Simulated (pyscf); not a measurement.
Thermochemistry of product channels of H₂N–SiH₂–F + H• on the doublet surface, in kcal/mol, from ωB97M-D3(BJ)/def2-TZVP energies (ideal gas, 1 atm, RRHO with modes under 100 cm⁻¹ raised to 100, one conformer, R ln 2 for chiral ones without a mode under 150 cm⁻¹). PySCF, gas phase, ωB97X-D3(BJ)/def2-SVP geometries.

```
products                          ΔE  ΔH(298 K)  ΔG(298 K)  ΔG(1200 K)
----------------------------  ------  ---------  ---------  ----------
•HN–SiH₂–F + H₂                +10.9       +8.9       +7.5        +3.1
H₂N–SiH•–F + H₂                  ___       -6.2       -8.3       -14.4
H₂N–SiH: [singlet] + F• + H₂  +102.6     +102.2      +92.8       +64.9
NH [triplet] + F–SiH₂• + H₂   +108.2     +102.9      +91.1       +55.7
H₂N–SiH₂• + HF                   ___      +24.1      +21.1       +13.6
```

Problem. Complete the blanks.

Solution. 
- H₂N–SiH•–F + H₂, ΔE: -6.7
- H₂N–SiH₂• + HF, ΔE: +21.5

These are energies of the channels, which say nothing of barriers. Left out: orbital degeneracy and the spin-orbit lowering of F.
